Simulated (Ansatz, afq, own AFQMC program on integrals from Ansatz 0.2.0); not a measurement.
SiO⁺, quartet: AFQMC among the cluster methods

```csv
atom,x (Å),y (Å),z (Å)
Si,0.0000,0.0000,0.0000
O,0.0000,0.0000,1.7235
```

Basis 6-31G. Noble-gas cores (and the filled d shells of Ga–Kr and In–Xe) are frozen. Ansatz 0.2.0 and our own AFQMC program on the same integrals; the CISD trial comes from CCSD amplitudes, and released means the phaseless constraint is let go. Error bars are statistical, one sigma.

Determinant: UHF, the one that the program's search chose, which needn't be the lowest solution. The geometry is a PBE0/def2-TZVP stationary point of this or a neighbouring charge and spin state.

Full CI on the same integrals is exact in this basis and with this determinant's frozen core.

Cautions: another spin lies lower (by 3.15 eV); the CCSDT(Q) amplitudes may be one of several solutions (largest double 0.76); the CCSDTQ amplitudes may be one of several solutions (largest double 0.83); the released energy hasn't reached full CI (211 meV above it at 2.40 1/Eh), so no released level is given (meV from the phaseless value at times in 1/Eh: -18 ± 12 at 0.24, -24 ± 15 at 0.51, -30 ± 12 at 0.99, -43 ± 13 at 1.62, -45 ± 14 at 2.40); the determinant fills πx and πy unequally, so it mixes two states of the linear molecule, and each level undoes that mixture to a different degree, while full CI gives the lower state.

* T1 diagnostic: 0.0397
* weight of the determinant in the CISD state: 0.885
* ⟨S²⟩ of the determinant: 3.796
* size of the correlated space: 9 electrons in 16 orbitals

| level | correlation energy (eV) |
| --- | --- |
| MP2 | -2.6441 |
| CCSD | -3.2507 |
| CCSD(T) | -3.3609 |

Question: Estimate where full CI lies against CCSD(T) on the same integrals.

Answer: 9.52 mEh below CCSD(T).

Reference: full CI, correlation energy -3.620 eV. The cautions show a poor starting determinant, so the rows tell how each method copes with it here, and full CI is the sure value.

| level | E − E(reference) (mEh) | share of correlation (%) |
| --- | --- | --- |
| CCSD(T) | 9.52 | 92.84 |
| CCSDT | 1.47 | 98.89 |
| CCSDT(Q) | -0.40 | 100.30 |
| CCSDTQ | 0.14 | 99.90 |
| ph-AFQMC/HF | 16.10 ± 1.03 | 87.90 |
| ph-AFQMC/CISD | 9.39 ± 0.33 | 92.94 |

CCSDT and higher add their correlation energy to the determinant of the CCSD(T) run, since their own runs factorise the integrals more tightly (a shift of under 2 meV).
